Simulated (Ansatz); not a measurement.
# C4H3S, SMILES [c]1ccsc1: a ladder of methods at one geometry

With Ansatz 0.2.0 through its Python package.

The cells in order, each with its output:

In [1]:
```python
from pathlib import Path
import warnings

import ansatz as az
import numpy as np
```

In [2]:
```python
warnings.simplefilter("ignore", az.DeckWarning)
```

In [3]:
```python
system = (
    az.Crystal.molecule()
    .atom("C", (-0.9988, 0.4594, 0.4833))
    .atom("C", (0.3332, 0.7373, 0.668))
    .atom("C", (1.0771, -0.0992, -0.1161))
    .atom("S", (0.2304, -1.151, -1.0562))
    .atom("C", (-1.2939, -0.5051, -0.4516))
    .atom("H", (0.745, 1.501, 1.338))
    .atom("H", (2.2158, -0.1445, -0.1527))
    .atom("H", (-2.2167, -0.8549, -0.7684))
)
```

In [4]:
```python
job = (
    system.calculation()
    .basis(gaussian="cc-pVDZ")
    .spin("collinear", total=1)
)

print("functional    E (Ha)        dipole (D)   HOMO (eV)  LUMO (eV)")
for name in ["lc_wpbe", "pbe", "r2scan", "revpbe", "hf", "blyp"]:
    data = job.functional(name).forces().orbitals().run(threads=1, backend="cpu", runs_dir="runs").report
    lines = Path(data["orbitals_path"]).read_text().splitlines()
    field_of = lambda key: [line.split("=")[1].strip() for line in lines if line.startswith(key)]
    orbitals = [(27.211386 * float(e), s, float(n)) for e, s, n in zip(field_of("Ene="), field_of("Spin="), field_of("Occup="))]
    homo = max(e for e, _, n in orbitals if n > 0.5)
    lumo = min(e for e, _, n in orbitals if n < 0.5)
    dipole = 4.803205 * np.linalg.norm(data["charge_distribution"]["dipole_moment_e_ang"])
    print(f"{name:10s} {data['free_energy_ev'] / 27.211386246:14.6f} {dipole:9.3f} {homo:11.3f} {lumo:10.3f}")
```
```text
functional    E (Ha)        dipole (D)   HOMO (eV)  LUMO (eV)
lc_wpbe       -552.081768     0.673      -9.379      0.148
pbe           -551.950562     0.691      -5.688     -3.696
r2scan        -552.208850     0.631      -5.944     -3.098
revpbe        -552.210935     0.665      -5.636     -3.553
hf            -550.661775     0.491      -8.762      2.535
blyp          -552.243884     0.692      -5.450     -3.683
```

Total energies depend on the basis set; only differences at equal settings carry meaning. The geometry is a force-field or estimated start, not a minimum of this method, and the basis set is short of its limit. A lower total doesn't mark the better method: functionals have no common bound, and MP2 and coupled cluster aren't variational. The run takes the species as open-shell (spin multiplicity 2), which needn't be its ground state. The expectation value of S² is noticeably off S(S+1) in at least one run, so that state is spin-contaminated. Levels such as HOMO and LUMO are orbital energies: with these approximate functionals they aren't the ionisation energy and electron affinity, and their gap isn't the fundamental gap. For Al to Cl the sets with a tight d function, cc-pV(X+d)Z, are usual. Wall time of the script: 38 s on 1 thread of Arm Neoverse V2 (shared host), peak memory 0.31 GiB.
